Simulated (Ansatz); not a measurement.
# SiF2: ionisation energy by level of theory

Aim: the vertical ionisation energy of SiF2, as cation minus neutral at the neutral's geometry, on several levels, and how well −ε(HOMO) stands in for it.

Program: Ansatz 0.2.0, Gaussian basis. Level of theory: unrestricted cation, the program's frozen cores in correlated methods. These are calculated values, not measurements.

Plan: UKS PBE-D4/def2-TZVPP; UKS r2SCAN-D4/def2-TZVPP; UKS PBE0-D4/def2-TZVPP; UKS B3LYP-D4/def2-TZVPP; UKS wB97X-V/def2-TZVPP; UKS wB97M-V/def2-TZVPP; UKS B2PLYP/def2-TZVPP; UHF-CCSD(T)/def2-TZVPP; UHF-CCSD(T)/def2-QZVPP; extrapolation to the limit; then −ε(HOMO) from the neutral's earlier runs with LDA (SPW92), PBE-D4, revPBE-D4, BLYP-D4, r2SCAN-D4, B97M-V, PBE0-D4, B3LYP-D4, r2SCANh-D4, r2SCAN0-D4, HSE06-D4, BHLYP-D4, CAM-B3LYP-D4, LC-ωPBE, ωB97X-V, ωB97M-V.

## (1) The relaxed structure

The geometry comes from an earlier relaxation with PBE0-D4 in a triple-zeta def2 set; it is a stationary point.

SMILES `F[Si]F`, 3 atoms, charge 0, spin multiplicity 1.

Atoms are counted from 1 here; the program's logs count them from 0.

Bond lengths: F1–Si2 1.601 Å, Si2–F3 1.601 Å. Angles: F1–Si2–F3 100.6°.

## (2) Cation, UKS PBE-D4/def2-TZVPP

File in.yaml:

```yaml
crystal:
  periodic: [false, false, false]
  atoms:
    - {symbol: F, position_ang: [0.166332, 1.246764, 0.229357]}
    - {symbol: Si, position_ang: [-0.594911, -0.046399, -0.330074]}
    - {symbol: F, position_ang: [0.428580, -1.200354, 0.100717]}
basis:
  gaussian: {orbitals: def2-TZVPP}
total_charge: 1
magnetization: {spin_polarized: true, initial_magnetization: 1}
hamiltonian: {xc: pbe, dispersion: d4}
```

Started as:

```console
> ansatz run in.yaml --threads 2 --pin off --events-out ev --progress --plain --max-ram 32768MiB --backend cpu
```

What it wrote:

```text
Functional definition: PBE
  name "PBE"
  cite "Perdew, Burke & Ernzerhof, Phys. Rev. Lett. 77, 3865 (1996) doi:10.1103/PhysRevLett.77.3865"
  parent pbe
  parameter kappa = 0.804
  parameter beta = 0.06672455060314922
  exchange = pbe_x(kappa = kappa, mu = beta*pi^2/3)
  correlation = pbe_c(beta = beta)
600 factors; their error is unknown
mean field evaluation 1: about -13277.1790 eV, gradient 8.2e1 eV
mean field evaluation 2: about -13066.4512 eV, gradient 2.4e2 eV
mean field evaluation 4: about -13296.1922 eV, gradient 1.1e1 eV
mean field evaluation 8: about -13296.6275 eV, gradient 7.2e-2 eV
mean field evaluation 16: about -13296.6275 eV, gradient 2.6e-5 eV
mean field -13296.62751741 eV, -488.6420484871 hartree, gradient 2.6e-5 eV, S^2 0.752008; 0 other end points of the search recorded, 0 dependent functions left out
reference -13296.62754376 eV, -488.6420494553 hartree; 16, 15 occupied and 88, 89 virtual orbitals, 600 factors
Total energy: -13296.65715706 eV, -488.6431377239 hartree
```

Wall time 1.1 s (2 threads, shared host).

The neutral molecule at this level: -13307.4910 eV. Difference: 10.834 eV. ⟨S²⟩ = 0.752.

## (3) Cation, UKS r2SCAN-D4/def2-TZVPP

in.yaml, as its differences from that of step 2:

```diff
@@ -10,2 +10,2 @@
 magnetization: {spin_polarized: true, initial_magnetization: 1}
-hamiltonian: {xc: pbe, dispersion: d4}
+hamiltonian: {xc: r2scan, dispersion: d4}
```

Same command.

What it wrote:

```text
Functional definition: r2SCAN
  name "r2SCAN"
  cite "Furness, Kaplan, Ning, Perdew & Sun, J. Phys. Chem. Lett. 11, 8208 (2020) doi:10.1021/acs.jpclett.0c02405"
  cite "Furness, Kaplan, Ning, Perdew & Sun, J. Phys. Chem. Lett. 11, 9248 (2020) doi:10.1021/acs.jpclett.0c03077"
  parent r2scan
  parameter k0 = 0.174
  parameter k1 = 0.065
  parameter a1 = 4.9479
  exchange = r2scan_x(k0 = k0, k1 = k1, a1 = a1)
  correlation = r2scan_c
600 factors; their error is unknown
mean field evaluation 1: about -13285.5845 eV, gradient 7.7e1 eV
mean field evaluation 2: about -13129.1447 eV, gradient 2.1e2 eV
mean field evaluation 4: about -13302.6200 eV, gradient 6.7e0 eV
mean field evaluation 8: about -13302.7642 eV, gradient 1.2e-1 eV
mean field evaluation 16: about -13302.7643 eV, gradient 5.6e-5 eV
mean field -13302.76426898 eV, -488.8675699477 hartree, gradient 5.6e-5 eV, S^2 0.753773; 0 other end points of the search recorded, 0 dependent functions left out
reference -13302.76427761 eV, -488.8675702648 hartree; 16, 15 occupied and 88, 89 virtual orbitals, 600 factors
Total energy: -13302.77056666 eV, -488.8678013828 hartree
```

It took 2.5 s on 2 threads, shared host.

The neutral molecule at this level: -13313.5491 eV. Difference: 10.779 eV. ⟨S²⟩ = 0.754.

## (4) Cation, UKS PBE0-D4/def2-TZVPP

in.yaml, as its differences from that of step 3:

```diff
@@ -10,2 +10,2 @@
 magnetization: {spin_polarized: true, initial_magnetization: 1}
-hamiltonian: {xc: r2scan, dispersion: d4}
+hamiltonian: {xc: pbe0, dispersion: d4}
```

Same command.

What it wrote:

```text
Functional definition: PBE0
  name "PBE0"
  cite "Adamo & Barone, J. Chem. Phys. 110, 6158 (1999) doi:10.1063/1.478522"
  cite "Perdew, Burke & Ernzerhof, Phys. Rev. Lett. 77, 3865 (1996) doi:10.1103/PhysRevLett.77.3865"
  parent pbe
  parameter a = 0.25
  parameter kappa = 0.804
  parameter beta = 0.06672455060314922
  exchange = (1 - a)*pbe_x(kappa = kappa, mu = beta*pi^2/3) + a*exact_x
  correlation = pbe_c(beta = beta)
603 factors; their error is unknown
mean field evaluation 1: about -13281.6953 eV, gradient 7.2e1 eV
mean field evaluation 2: about -13188.8543 eV, gradient 1.7e2 eV
mean field evaluation 4: about -13296.9648 eV, gradient 3.4e0 eV
mean field evaluation 8: about -13297.0446 eV, gradient 8.9e-2 eV
mean field evaluation 16: about -13297.0446 eV, gradient 1.4e-5 eV
mean field -13297.04459830 eV, -488.6573759270 hartree, gradient 1.4e-5 eV, S^2 0.752743; 0 other end points of the search recorded, 0 dependent functions left out
reference -13297.04461791 eV, -488.6573766477 hartree; 16, 15 occupied and 88, 89 virtual orbitals, 603 factors
Total energy: -13297.06890463 eV, -488.6582691682 hartree
```

It took 1.8 s on 2 threads, shared host.

Less the neutral's -13308.0387 eV (earlier run), this gives 10.970 eV. ⟨S²⟩ = 0.753.

## (5) Cation, UKS B3LYP-D4/def2-TZVPP

in.yaml, as its differences from that of step 4:

```diff
@@ -10,2 +10,2 @@
 magnetization: {spin_polarized: true, initial_magnetization: 1}
-hamiltonian: {xc: pbe0, dispersion: d4}
+hamiltonian: {xc: {name: B3LYP}, dispersion: d4}
```

Launched as before.

What it wrote (excerpt; [...] marks lines left out):

```text
Functional definition: B3LYP
  name "B3LYP"
  cite "Stephens, Devlin, Chabalowski & Frisch, J. Phys. Chem. 98, 11623 (1994) doi:10.1021/j100096a001"
  cite "Becke, Phys. Rev. A 38, 3098 (1988) doi:10.1103/PhysRevA.38.3098"
  cite "Lee, Yang & Parr, Phys. Rev. B 37, 785 (1988) doi:10.1103/PhysRevB.37.785"
  cite "Vosko, Wilk & Nusair, Can. J. Phys. 58, 1200 (1980) doi:10.1139/p80-159"
[...]
603 factors; their error is unknown
[...]
mean field -13306.07803511 eV, -488.9893486066 hartree, gradient 3.1e-5 eV, S^2 0.752334; 0 other end points of the search recorded, 0 dependent functions left out
reference -13306.07819990 eV, -488.9893546627 hartree; 16, 15 occupied and 88, 89 virtual orbitals, 603 factors
Total energy: -13306.12699637 eV, -488.9911478996 hartree
```

It took 1.7 s on 2 threads, shared host.

Less the neutral's -13317.2354 eV (earlier run), this gives 11.108 eV. ⟨S²⟩ = 0.752.

## (6) Cation, UKS wB97X-V/def2-TZVPP

in.yaml, as its differences from that of step 5:

```diff
@@ -10,2 +10,2 @@
 magnetization: {spin_polarized: true, initial_magnetization: 1}
-hamiltonian: {xc: {name: B3LYP}, dispersion: d4}
+hamiltonian: {xc: {name: wB97X-V}}
```

Launched as before.

What it wrote (excerpt; [...] marks lines left out):

```text
Functional definition: wB97X-V
  name "wB97X-V"
  cite "Mardirossian & Head-Gordon, Phys. Chem. Chem. Phys. 16, 9904 (2014) doi:10.1039/C3CP54374A"
  cite "Becke, J. Chem. Phys. 107, 8554 (1997) doi:10.1063/1.475007"
  cite "Vydrov & Van Voorhis, J. Chem. Phys. 133, 244103 (2010) doi:10.1063/1.3521275"
[...]
      + integral(e_c_pw_opposite_spin*poly(b97_u_opposite, cos0, cos1)) + vv10(b, c)
603 factors; their error is unknown
106 factors; integrals over basis functions are off by at most 2.6e-5 eV
[...]
mean field -13302.31792307 eV, -488.8511670378 hartree, gradient 2.0e-5 eV, S^2 0.752662; 0 other end points of the search recorded, 0 dependent functions left out
reference -13302.31792248 eV, -488.8511670163 hartree; 16, 15 occupied and 88, 89 virtual orbitals, 603 factors
Total energy: -13302.31792248 eV, -488.8511670163 hartree
```

It took 4 s on 2 threads, shared host.

Less the neutral's -13313.3781 eV (earlier run), this gives 11.060 eV. ⟨S²⟩ = 0.753.

## (7) Cation, UKS wB97M-V/def2-TZVPP

in.yaml, as its differences from that of step 6:

```diff
@@ -10,2 +10,2 @@
 magnetization: {spin_polarized: true, initial_magnetization: 1}
-hamiltonian: {xc: {name: wB97X-V}}
+hamiltonian: {xc: {name: wB97M-V}}
```

Same command.

What it wrote (excerpt; [...] marks lines left out):

```text
Functional definition: wB97M-V
  name "wB97M-V"
  cite "Mardirossian & Head-Gordon, J. Chem. Phys. 144, 214110 (2016) doi:10.1063/1.4952647"
  cite "Becke, J. Chem. Phys. 107, 8554 (1997) doi:10.1063/1.475007"
  cite "Vydrov & Van Voorhis, J. Chem. Phys. 133, 244103 (2010) doi:10.1063/1.3521275"
  # Of w^i u^j: cxij and so on, Table III.
[...]
  gx(w, u) = 1 - cx + cx01*u + cx10*w
  gss(w, u) = css00 + css04*u^4 + css10*w + css20*w^2 + css43*w^4*u^3
  gos(w, u) = cos00 + cos10*w + (cos20 + cos21*u)*w^2 + (cos60 + cos61*u)*w^6
[...]
      + integral(e_c_pw_mod_opposite_spin*gos(b97_w_opposite, b97_u_opposite)) + vv10(b, c)
603 factors; their error is unknown
106 factors; integrals over basis functions are off by at most 2.6e-5 eV
[...]
mean field -13303.96458431 eV, -488.9116807224 hartree, gradient 5.9e-5 eV, S^2 0.752157; 0 other end points of the search recorded, 0 dependent functions left out
reference -13303.96461356 eV, -488.9116817974 hartree; 16, 15 occupied and 88, 89 virtual orbitals, 603 factors
Total energy: -13303.96461356 eV, -488.9116817974 hartree
```

Run time: 4.2 s. Hardware: 2 threads, shared host.

Less the neutral's -13315.0674 eV (earlier run), this gives 11.103 eV. ⟨S²⟩ = 0.752.

## (8) Cation, UKS B2PLYP (frozen core)/def2-TZVPP

in.yaml, as its differences from that of step 7:

```diff
@@ -10,2 +10,2 @@
 magnetization: {spin_polarized: true, initial_magnetization: 1}
-hamiltonian: {xc: {name: wB97M-V}}
+hamiltonian: {xc: {name: B2PLYP}}
```

Same command.

What it wrote (excerpt; [...] marks lines left out):

```text
Functional definition: B2PLYP
  name "B2PLYP"
  cite "Grimme, J. Chem. Phys. 124, 034108 (2006) doi:10.1063/1.2148954"
  cite "Becke, Phys. Rev. A 38, 3098 (1988) doi:10.1103/PhysRevA.38.3098"
  cite "Lee, Yang & Parr, Phys. Rev. B 37, 785 (1988) doi:10.1103/PhysRevB.37.785"
[...]
663 factors; integrals over basis functions are off by at most 6.7e-4 eV
[...]
mean field -13294.62798072 eV, -488.5685668689 hartree, gradient 5.4e-6 eV, S^2 0.754070; 0 other end points of the search recorded, 0 dependent functions left out
7 core orbitals not correlated: weight in the atoms' cores, before any rotation towards them, 1.000 or more for the frozen orbitals, at most 0.000 for the correlated occupied ones
reference -13294.62808435 eV, -488.5685706772 hartree; 9, 8 occupied and 88, 89 virtual orbitals, 663 factors
second order -18.77738316 eV of doubles, -0.00000000 eV of singles
Total energy: -13299.69797780 eV, -488.7548858251 hartree
```

Run time: 3.9 s. Hardware: 2 threads, shared host.

The neutral molecule at this level: -13310.6723 eV. Difference: 10.974 eV. ⟨S²⟩ = 0.754.

## (9) Cation, UHF-CCSD(T)/def2-TZVPP

in.yaml, as its differences from that of step 8:

```diff
@@ -10,2 +10,3 @@
 magnetization: {spin_polarized: true, initial_magnetization: 1}
-hamiltonian: {xc: {name: B2PLYP}}
+correlation: {method: ccsd_t}
+scf: {omitted_lower_state_checks: [cluster_reference]}
```

Same command.

What it wrote (excerpt; [...] marks lines left out):

```text
Functional definition: HF
  name "HF"
  cite "Fock, Z. Phys. 61, 126 (1930) doi:10.1007/BF01340294"
  parent pbe
[...]
663 factors; integrals over basis functions are off by at most 6.7e-4 eV
[...]
mean field -13269.30513088 eV, -487.6379693018 hartree, gradient 4.5e-6 eV, S^2 0.755069; 3 other end points of the search recorded, 0 dependent functions left out
7 core orbitals not correlated: weight in the atoms' cores, before any rotation towards them, 1.000 or more for the frozen orbitals, at most 0.000 for the correlated occupied ones
reference -13269.30513088 eV, -487.6379693018 hartree; 9, 8 occupied and 88, 89 virtual orbitals, 663 factors
second order -15.56859089 eV of doubles, -0.00000000 eV of singles
cycle   1  -15.10541718 eV  change    4.6e-1 eV  update   1.1e-1
[...]
cycle  11  -15.56714863 eV  change   -5.7e-6 eV  update   1.4e-5
perturbative correction -0.51976351 eV, -0.0191009565 hartree
Total energy: -13285.39204302 eV, -488.2291524188 hartree
Checks for a lower state left out: cluster_reference
```

Wall time 11 s (2 threads, shared host); peak memory 0.59 GiB.

Less the neutral's -13296.4532 eV (earlier run), this gives 11.061 eV. ⟨S²⟩ = 0.755. T1 = 0.020 (report).

## (10) Cation, UHF-CCSD(T)/def2-QZVPP

in.yaml, as its differences from that of step 9:

```diff
@@ -7,3 +7,3 @@
 basis:
-  gaussian: {orbitals: def2-TZVPP}
+  gaussian: {orbitals: "def2-QZVPP.json"}
 total_charge: 1
```

Started as:

```console
> ansatz run in.yaml --threads 2 --pin off --events-out ev --progress --plain --max-ram 32768MiB --backend cuda --devices 0, --max-vram 18GiB
```

What it wrote (excerpt; [...] marks lines left out):

```text
Functional definition: HF
  name "HF"
  cite "Fock, Z. Phys. 61, 126 (1930) doi:10.1007/BF01340294"
  parent pbe
[...]
1138 factors; integrals over basis functions are off by at most 5.3e-4 eV
[...]
mean field -13269.82790274 eV, -487.6571808134 hartree, gradient 8.6e-6 eV, S^2 0.755050; 3 other end points of the search recorded, 0 dependent functions left out
7 core orbitals not correlated: weight in the atoms' cores, before any rotation towards them, 1.000 or more for the frozen orbitals, at most 0.000 for the correlated occupied ones
reference -13269.82790274 eV, -487.6571808134 hartree; 9, 8 occupied and 168, 169 virtual orbitals, 1138 factors
second order -17.02758673 eV of doubles, -0.00000000 eV of singles
cycle   1  -16.43478830 eV  change    5.9e-1 eV  update   1.0e-1
[...]
cycle  11  -16.90296765 eV  change    9.0e-7 eV  update   1.4e-5
perturbative correction -0.61175761 eV, -0.0224816774 hartree
Total energy: -13287.34262800 eV, -488.3008350947 hartree
Checks for a lower state left out: cluster_reference
```

Wall time 6.5 s (1 × H100 (card shared with other runs) with 2 threads, shared host); peak host memory 0.82 GiB.

Less the neutral's -13298.4834 eV (earlier run), this gives 11.141 eV. ⟨S²⟩ = 0.755. T1 = 0.019 (report).

## (11) Extrapolating to the complete basis

No new run: Hartree-Fock is extrapolated as exp(−7.88√X) and correlation as X^−2.97, with X = 3 and 4.

```csv
level,energy at the limit (eV)
HF,-13269.8999
MP2,-13288.0082
CCSD,-13287.7924
CCSD(T),-13288.4723
```

The neutral's limit, from its own earlier runs, is -13299.6712 eV.

## (12) The ladder

Differences are taken before rounding.

```csv
method,ionisation energy (eV),from CCSD(T)/CBS (eV),time
PBE-D4,10.83,-0.37,2.1 s
r2SCAN-D4,10.78,-0.42,4.3 s
PBE0-D4,10.97,-0.23,2.7 s
B3LYP-D4,11.11,-0.09,3.4 s
ωB97X-V,11.06,-0.14,6.5 s
ωB97M-V,11.10,-0.10,7.2 s
B2PLYP,10.97,-0.22,5.4 s
HF/def2-TZVPP,10.16,-1.04,
MP2/def2-TZVPP,10.84,-0.36,
CCSD/def2-TZVPP,11.07,-0.13,
CCSD(T)/def2-TZVPP,11.06,-0.14,14 s
CCSD(T)/CBS,11.20,0,34 s (GPU)
```

Some runs used a GPU and others CPU threads alone; cost is compared among the CPU runs only.

Among the levels timed on like hardware, those that no quicker one beats, quickest first: PBE-D4 (2.1 s, -0.37 eV); PBE0-D4 (2.7 s, -0.23 eV); B3LYP-D4 (3.4 s, -0.09 eV).

Times add the cation's run and the neutral's; HF, MP2 and CCSD come out of the CCSD(T) runs.

Orbital estimates, from the neutral's runs:

```csv
functional,−ε(HOMO) (eV),by energy difference (eV)
LDA (SPW92),7.23,
PBE-D4,7.08,10.83
revPBE-D4,7.02,
BLYP-D4,6.98,
r2SCAN-D4,7.31,10.78
B97M-V,7.38,
PBE0-D4,8.30,10.97
B3LYP-D4,8.13,11.11
r2SCANh-D4,7.77,
r2SCAN0-D4,8.45,
HSE06-D4,7.89,
BHLYP-D4,9.43,
CAM-B3LYP-D4,9.69,
LC-ωPBE,10.98,
ωB97X-V,10.64,11.06
ωB97M-V,10.49,11.10
```

## (13) What came out

```
                        quantity                value
  ionisation energy, CCSD(T)/CBS             11.20 eV
nearest functional by difference  B3LYP-D4 (-0.09 eV)
                nearest −ε(HOMO)   LC-ωPBE (-0.22 eV)
                 −ε(HOMO) of PBE              7.08 eV
                T1 of the cation                0.020
```

Energy differences with functionals land within 0.42 eV of the reference. −ε(HOMO) of PBE misses by 4.1 eV, since self-interaction lifts the level. Among orbital estimates LC-ωPBE comes nearest. Hartree-Fock falls 1.04 eV short, as the neutral has more correlation energy than the cation.

B3LYP-D4 reaches 0.09 eV from the reference in 3.4 s; the quickest level in the cost chart, PBE-D4, takes 2.1 s and misses by 0.37 eV.
